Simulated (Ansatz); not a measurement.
Results of rVV10 (plane waves, PAW; Ansatz, a first-principles code) for zinc-blende MgTe (metastable phase).

The input as run:

Ansatz 0.2 input:
```yaml
crystal:
  lattice:
    - [0.0, 3.2719332244, 3.2719332244]
    - [3.2719332244, 0.0, 3.2719332244]
    - [3.2719332244, 3.2719332244, 0.0]
  atoms:
    - { symbol: Mg, position: [0.0, 0.0, 0.0] }
    - { symbol: Te, position: [0.25, 0.25, 0.25] }
basis:
  ecutwfc: 520
  ecutrho_ratio: 4
  xc_grid: 2
kpoints:
  mp_grid: { grid: [10, 10, 10] }
hamiltonian:
  xc: { exchange: rpw86, correlation: pbe }
  dispersion: rvv10
  pseudopotentials: { kind: paw }
scf:
  occupations: { method: fermi_dirac, width: 0.01 }
  convergence: { dr2_threshold: 0.0000000002 }
output:
  forces: true
  stress: true
  eigenvalues: true
```

Output (set-up and result lines):

```
Crystal: 2 atoms, lattice volume = 70.056 Å³
Basis set: ecut = 520 eV, 1917 PW (Γ), exchange–correlation on 72×72×72 points (8 copies of the dense FFT grid, shifted against one another)
Bands: 17, of which v1, the nominal top of the filled ones, is band 13 counted from 1 (12 counted from 0)
Symmetry: 24 space group operations
Space group: F-43m (ITA 216), of the structure as read, at distance tolerance 4.1e-5 Å
k-points: 47 of 1000 (time reversal used)
Functional: x = rpw86, c = pbe(β = 0.06672455060314922) + rvv10(b = 6.3, C = 0.0093)
SCF iter   1: F=—  HF=-8960.796591 eV  |F-HF|=—  |Δ(HF+E_count)|=         —  Δρ=3.02e-3  dr2=1.38e-2
SCF iter   2: F=—  HF=-8960.789755 eV  |F-HF|=—  |Δ(HF+E_count)|=   6.84e-3  Δρ=1.08e-3  dr2=4.52e-4
  ...
SCF iter   6: F=—  HF=-8960.789811 eV  |F-HF|=—  |Δ(HF+E_count)|=   1.21e-8  Δρ=1.03e-6  dr2=3.51e-10
SCF iter   7: F=-8960.789811 eV  HF=-8960.789811 eV  |F-HF|=3.82e-11  |Δ(HF+E_count)|=  5.02e-10  Δρ=3.38e-7  dr2=3.82e-11
SCF 1 converged in 7 iterations: F = -8960.789811 eV  dr2 = 3.82e-11
SCF converged after 7 iterations
Free energy (F): -8960.789811 eV
Internal energy: -8960.789811 eV  (E = F + TS)
E sigma→0 (E₀):  -8960.789811 eV
Fermi energy:    5.031364 eV
--- Stress (GPa, compression-positive) ---
       -0.665071      -0.000000      -0.000000
        0.000000      -0.665071       0.000000
        0.000000       0.000000      -0.665071
  P = ⅓ Tr σ = -0.6651 GPa (-6.651 kbar)
```

The cell is one volume of an energy–volume scan, off the minimum.

The PAW data were made under PBE.
